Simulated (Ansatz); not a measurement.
`NBN` + Cl• → `N[B]N`• + HCl  (hydrogen abstraction from a B–H bond)

Computed with Ansatz on PBE0-D4/def2-TZVP structures; ΔE is electronic, products minus reactants. CCSD(T)/CBS adds triple-zeta CCSD(T) − MP2 to the extrapolated MP2 energy (def2 sets, frozen cores). This one scheme is used for every species, atoms too. DFT in def2-TZVPP. Open shells (•) are unrestricted, without spin–orbit coupling. Spin–orbit coupling would lower the free atoms: a little for Cl. Each species was taken in one conformer, which may not be the lowest.

(1) Is it downhill or uphill in electronic energy at CCSD(T)/CBS, and by how much? (Estimate.)

(2) What do these levels give: B97M-V, ωB97M-V, revPBE, r2SCAN, PBE0, CAM-B3LYP? (An estimate is asked.)

(3) What do rigid-rotor, harmonic-oscillator terms from PBE0-D4/def2-TZVP frequencies (298.15 K, 1 bar) make of the CCSD(T)/CBS value? (Best estimate.)

Largest T1 diagnostic among the species: 0.012.

Results:

(1) The calculation gave: Uphill: ΔE = +6.0 kcal/mol.

(2) The calculation gave: B97M-V 4.4, ωB97M-V 7.0, revPBE 1.7, r2SCAN 1.2, PBE0 3.3, CAM-B3LYP 7.4 kcal/mol.

(3) Computed: ΔZPE = -3.0 kcal/mol, ΔH = +3.7 kcal/mol, ΔS = 25 J/(mol·K), ΔG = +1.9 kcal/mol. Open shells count their whole term as degenerate.

From r2SCAN to r2SCAN0 (25 % exact exchange), in def2-TZVPP and without D4, ΔE moves by +2.1 kcal/mol. In def2-TZVPP, CCSD(T) changes the Hartree–Fock value by −5.6 kcal/mol (the triples alone add −1.0 kcal/mol) and MP2 by −8.5 kcal/mol. Leaving LDA and LC-ωPBE aside and taking each functional with its dispersion term where it has one, the values, not all of them listed here, spread over 8.7 kcal/mol, from PBE-D4 to BHLYP-D4. LDA lies −3.7 kcal/mol from PBE without D4.
